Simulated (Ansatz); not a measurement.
System: C₂H₃O₂, net charge 0, doublet state. It need not be the lowest isomer of its formula. SMILES: C(=O)([CH2])O
Structure (B3LYP-D3(BJ)/def2-TZVP (Ansatz, a quantum-chemistry and plane-wave program) minimum search):
```xyz
7

C      0.0433     0.0886    -0.0502
O      0.2842     1.1633    -0.5641
O     -1.1757    -0.2094     0.4758
H     -1.7337     0.5723     0.3459
C      0.9861    -0.9936     0.0729
H      0.7081    -1.9254     0.5416
H      1.9810    -0.8476    -0.3170
```
Charge 0, spin multiplicity 2.

Question: Give the harmonic wavenumbers at B3LYP-D3(BJ)/def2-TZVP (Ansatz, finite differences of forces, unscaled).

Answer: 310, 426, 547, 582, 646, 781, 914, 993, 1192, 1358, 1466, 1693, 3176, 3295, 3742 cm⁻¹. Zero-point energy 30.2 kcal/mol.

Question: From these and the geometry, give the ideal-gas thermochemistry at 298.15 K and 1 atm (rigid rotor, harmonic oscillator).

Answer: Point group Cs, rotational symmetry number 1. Rotational constants 11.67, 10.61, 5.559 GHz. S(trans) 38.15, S(rot) 23.66, S(vib) 4.18, S(elec, spin only) 1.38, S 67.4 cal/(mol K). H(298) - H(0) 3.25 kcal/mol; G - E(el) 13.4 kcal/mol.
